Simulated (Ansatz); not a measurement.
in.yaml

```yaml
crystal:
  periodic: [false, false, false]
  atoms:
    - {symbol: B, position_ang: [0.000000, 0.000000, 1.877417]}
    - {symbol: Ga, position_ang: [0.000000, 0.000000, -0.036400]}
    - {symbol: N, position_ang: [0.000000, 0.000000, -1.841017]}
basis:
  gaussian: {orbitals: cc-pVDZ}
total_charge: 1
magnetization: {spin_polarized: true, initial_magnetization: 2}
correlation: {method: ccsdt_q, electrons: outside_noble_gas}
```

```sh
$ ansatz run in.yaml --threads 1 --pin off --events-out ev --progress --plain --max-ram 2393MiB
```

The program prints:

```
1039 factors; integrals over basis functions are off by at most 2.3e-7 eV
mean field evaluation 1: about -54457.2222 eV, gradient 4.3e1 eV
mean field evaluation 2: about -54457.2737 eV, gradient 4.2e1 eV
mean field evaluation 4: about -54468.4918 eV, gradient 1.3e1 eV
mean field evaluation 8: about -54471.3382 eV, gradient 2.9e0 eV
mean field evaluation 16: about -54473.3409 eV, gradient 4.9e-1 eV
mean field evaluation 32: about -54473.4991 eV, gradient 1.3e-3 eV
mean field evaluation 64: about -54473.2460 eV, gradient 8.3e-1 eV
mean field evaluation 96: about -54471.0087 eV, gradient 4.8e-1 eV
mean field evaluation 128: about -54472.4350 eV, gradient 2.8e0 eV
mean field evaluation 160: about -54472.1262 eV, gradient 2.2e-1 eV
...
mean field -54473.49911943 eV, -2001.8641691753 hartree, gradient 2.4e-6 eV, S^2 2.929375; 44 other end points of the search recorded, 0 dependent functions left out
determinant -54473.49911943 eV, -2001.8641691753 hartree, with singles and doubles -54478.97717887 eV, -2002.0654841466 hartree
determinant -54473.34445221 eV, -2001.8584852596 hartree, with singles and doubles -54478.92933285 eV, -2002.0637258377 hartree
determinant -54473.15015432 eV, -2001.8513449439 hartree, with singles and doubles -54478.59548346 eV, -2002.0514570987 hartree
determinant -54473.07271303 eV, -2001.8484990289 hartree, with singles and doubles -54478.40093426 eV, -2002.0443075475 hartree
determinant -54473.05608442 eV, -2001.8478879390 hartree, with singles and doubles -54478.54004859 eV, -2002.0494199051 hartree
determinant -54472.13062530 eV, -2001.8138779437 hartree, with singles and doubles -54478.17377644 eV, -2002.0359596516 hartree
determinant -54472.01040819 eV, -2001.8094600463 hartree, with singles and doubles -54477.83629501 eV, -2002.0235574379 hartree
determinant -54471.77573899 eV, -2001.8008361121 hartree, with singles and doubles -54478.25440934 eV, -2002.0389228563 hartree
determinant -54471.61610229 eV, -2001.7949695716 hartree, with singles and doubles -54477.40547667 eV, -2002.0077251558 hartree
determinant -54471.51082422 eV, -2001.7911006738 hartree, with singles and doubles -54477.18624750 eV, -2001.9996686327 hartree
determinant -54471.48882048 eV, -2001.7902920512 hartree, with singles and doubles -54477.30139022 eV, -2002.0039000496 hartree
determinant -54471.46440142 eV, -2001.7893946677 hartree, with singles and doubles -54477.15915308 eV, -2001.9986729309 hartree
determinant -54471.43759784 eV, -2001.7884096540 hartree, with singles and doubles -54477.04487450 eV, -2001.9944732706 hartree
determinant -54471.36214438 eV, -2001.7856367906 hartree, with singles and doubles -54477.45502875 eV, -2002.0095461614 hartree
determinant -54471.31885649 eV, -2001.7840459898 hartree, with singles and doubles -54476.93940499 eV, -2001.9905973376 hartree
determinant -54471.18108323 eV, -2001.7789829159 hartree, with singles and doubles -54477.06820362 eV, -2001.9953306000 hartree
determinant -54471.15121408 eV, -2001.7778852451 hartree, with singles and doubles -54476.73910624 eV, -2001.9832364942 hartree
determinant -54471.07016470 eV, -2001.7749067354 hartree, with singles and doubles -54477.02135631 eV, -2001.9936089930 hartree
determinant -54471.01657236 eV, -2001.7729372533 hartree, with singles and doubles -54478.33454033 eV, -2002.0418676158 hartree
determinant -54470.44399088 eV, -2001.7518952717 hartree, with singles and doubles -54476.91834606 eV, -2001.9898234363 hartree
determinant -54467.54040945 eV, -2001.6451906223 hartree, with singles and doubles -54473.60343586 eV, -2001.8680027334 hartree
determinant -54473.49911943 eV, -2001.8641691753 hartree, with singles and doubles -54478.99534558 eV, -2002.0661517605 hartree
determinant -54473.34445221 eV, -2001.8584852596 hartree, with singles and doubles -54478.98765027 eV, -2002.0658689633 hartree
determinant -54473.15015432 eV, -2001.8513449439 hartree, with singles and doubles -54478.69322776 eV, -2002.0550491355 hartree
determinant -54473.05608442 eV, -2001.8478879390 hartree, with singles and doubles -54478.68157737 eV, -2002.0546209916 hartree
16 core orbitals not correlated: weight in the atoms' cores, before any rotation towards them, 0.912 or more for the frozen orbitals, at most 0.085 for the correlated occupied ones
reference -54473.34445221 eV, -2001.8584852596 hartree; 6, 4 occupied and 33, 35 virtual orbitals, 1039 factors
second order -4.33449972 eV of doubles, -0.00000000 eV of singles
...
cycle  69  -6.10599973 eV  change   -3.9e-6 eV  update   3.4e-6
cycle  70  -6.10600358 eV  change   -3.8e-6 eV  update   3.7e-6
cycle  71  -6.10600705 eV  change   -3.5e-6 eV  update   3.8e-6
cycle  72  -6.10601226 eV  change   -5.2e-6 eV  update   2.7e-6
cycle  73  -6.10601677 eV  change   -4.5e-6 eV  update   2.2e-6
cycle  74  -6.10601841 eV  change   -1.6e-6 eV  update   2.0e-6
cycle  75  -6.10601860 eV  change   -1.9e-7 eV  update   1.9e-6
cycle  76  -6.10601943 eV  change   -8.3e-7 eV  update   1.3e-6
cycle  77  -6.10601899 eV  change    4.5e-7 eV  update   1.2e-6
cycle  78  -6.10601864 eV  change    3.5e-7 eV  update   9.5e-7
perturbative correction -0.07975925 eV, -0.0029310983 hartree
Total energy: -54479.53023009 eV, -2002.0858084040 hartree
```

The determinant lies 0.15 eV above the lowest one of its kind in the log. Its ⟨S²⟩ is 3.04 against 2.00 for a pure state. The T1 diagnostic is 0.070.

Ran on 1 thread of Arm Neoverse V1, shared host: 2 min wall, 0.37 GiB peak host memory.
